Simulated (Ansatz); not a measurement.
## Pb: from a trial structure to a relaxed crystal

Computed with Ansatz, DFT r2SCAN, scalar-relativistic, plane waves, PAW. Cutoff 500 eV, Γ-centred k mesh, Gaussian smearing, no spin polarisation in the final step.

The start puts Pb on the grey arsenic (A7) structure type (R-3m, No. 166), at a guessed volume.

```
Pb
1.0
     2.16200    1.24823    4.00916
    -2.16200    1.24823    4.00916
     0.00000   -2.49646    4.00916
Pb
2
Direct
  0.22754 0.22754 0.22754
  0.77246 0.77246 0.77246
```

Cell and atoms relax at zero pressure; the relaxation can't lower the symmetry of the start. After a coarse first stage the cell is made exact in the group found at 0.06 Å.

Energies count from the standard state of Pb at the same level.

Q: Describe the relaxed structure.

A: It ends in Pm-3m (No. 221). The result has the simple cubic structure. Conventional cell: a = 3.213 Å. Pb is coordinated by 6 Pb at 3.21 Å.

Space group Pm-3m (No. 221). a = 3.213 Å, b = 3.213 Å, c = 3.213 Å, α = 90.00°, β = 90.00°, γ = 90.00°
```
atom site symmetry x y z
  Pb    1b m-3m  0.5000  0.5000  0.5000
```

Q: What are its volume, energy, density and gap?

A: The volume per atom is 33.18 Å³. The density is 10.37 g/cm³. The energy over the standard structure is 0.13 eV/atom. The gap on the 18×18×18 mesh is 0 eV (a metal).

The final run used a 18×18×18 mesh on its 1-atom cell and 0.10 eV smearing. For metals, differences of a few meV/atom aren't resolved. Spin–orbit coupling is left out. Symmetry constrained the relaxation, so the result can be a saddle point.